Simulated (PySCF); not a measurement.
Which functional comes closest?

Molecule: CH2=CHCHFCH3 (SMILES C=C[C@H](C)F).

Bonds (- single, = double, # triple, : aromatic): C1=C2 1.331 Å, C2-C3 1.497 Å, C3-C4 1.515 Å, C3-F5 1.379 Å. C1 carries H6, H7; C2 carries H8; C3 carries H9; C4 carries H10, H11, H12. Stereochemistry as in C=C[C@H](C)F. H6 is cis to C3; H7 is trans to C3.

Geometry PBE0-D3(BJ)/def2-SVP throughout; GIAO in PySCF, gas phase, one conformer, non-relativistic; equivalent atoms averaged; basis pcSseg-2.

Reference values (measured; G. Saielli, R. Bini, A. Bagno, Computational 19F NMR. 2. Organic compounds, RSC Adv. 2014, ESI (exp. from Berger-Braun-Kalinowski 1994 and Everett 1995)): δ(F5) = -171.6 ppm vs CFCl3. Computed shifts are taken against CFCl3, calculated as an isolated molecule at each level.

How do the functionals HF, LDA, PBE, BLYP, BP86, OPBE, KT2, KT3, B97-D, B3LYP, PBE0, mPW1PW91, WP04, B97-2, BHandHLYP, CAM-B3LYP, wB97X-D, LC-wPBE perform against the reference? Times are CPU seconds on shared hosts with different chips, so compare them loosely; the GGAs took longer than the global hybrids here, which isn't the general rule, and the cause wasn't traced.

Answers


```tsv
functional	kind	F5	abs. error F	core-s
HF	Hartree–Fock	-173.0	1.4	15
LDA	LDA	-229.0	57.4	36
PBE	GGA	-223.1	51.5	42
BLYP	GGA	-221.4	49.8	42
BP86	GGA	-224.0	52.4	42
OPBE	GGA	-216.7	45.1	43
KT2	GGA	-229.5	57.9	44
KT3	GGA	-220.5	48.9	44
B97-D	GGA	-217.3	45.7	42
B3LYP	global hybrid	-208.9	37.3	28
PBE0	global hybrid	-207.3	35.7	28
mPW1PW91	global hybrid	-206.8	35.2	28
WP04	global hybrid	-204.3	32.7	34
B97-2	global hybrid	-205.9	34.3	32
BHandHLYP	global hybrid	-193.6	22.0	31
CAM-B3LYP	range-separated hybrid	-200.3	28.7	35
wB97X-D	range-separated hybrid	-201.0	29.4	41
LC-wPBE	range-separated hybrid	-190.8	19.2	59
```

For 19F the closest is HF (1.4 ppm) and the furthest KT2 (57.9 ppm). One molecule is a small sample, and vibrational and solvent effects are absent from the calculation.
